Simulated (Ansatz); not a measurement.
Rock-salt TiN was calculated with LDA (Ansatz, a quantum-chemistry and plane-wave program, PAW).

Settings: plane-wave cutoff 520 eV, 16×16×16 k mesh, Fermi–Dirac smearing 0.1 eV, perturbation theory, no spin polarisation, scalar-relativistic PAW data made under PBE.

Cell (relaxed at this level):

```cif
data_N4Ti4
_chemical_formula_sum 'Ti4 N4'
_space_group_name_H-M_alt 'Fm-3m'
_space_group_IT_number 225
_space_group_name_Hall '-F 4 2 3'
_cell_length_a 4.17174
_cell_length_b 4.17174
_cell_length_c 4.17174
_cell_angle_alpha 90.000
_cell_angle_beta 90.000
_cell_angle_gamma 90.000
loop_
_atom_site_label
_atom_site_type_symbol
_atom_site_symmetry_multiplicity
_atom_site_Wyckoff_symbol
_atom_site_fract_x
_atom_site_fract_y
_atom_site_fract_z
_atom_site_occupancy
Ti1 Ti 4 a 0.00000 0.00000 0.00000 1
N1 N 4 b 0.50000 0.50000 0.50000 1
```
(The calculation used a cell of 2 atoms; values per cell refer to that cell.)

Problem. Predict the zone-centre TO phonon frequency.

Solution. 
- zone-centre TO phonon frequency: 551 cm⁻¹

The result took roughly 6 core-minutes.
